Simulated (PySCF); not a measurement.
# Stationary points of S₃

These are results of B3LYP/[S def2-TZVP], no relativity, density fitting, PySCF, not measurements.

Relaxations began from a few typed shapes. The search is not exhaustive: other isomers or separated fragments can lie lower, and high-lying points may rest on an excited occupation.

Q: Which is the lowest minimum found?
A. singlet D∞h: S–S 1.959 Å (×2); S–S–S 180.0°
B. singlet C2v: S–S 1.923 Å (×2); S–S–S 118.1°

A: B. The others lie at 301.2 (singlet D∞h, a saddle point) kJ/mol above it.

The electron or spin density has lower symmetry than the nuclear frame for the singlet D∞h at 301.2 kJ/mol.
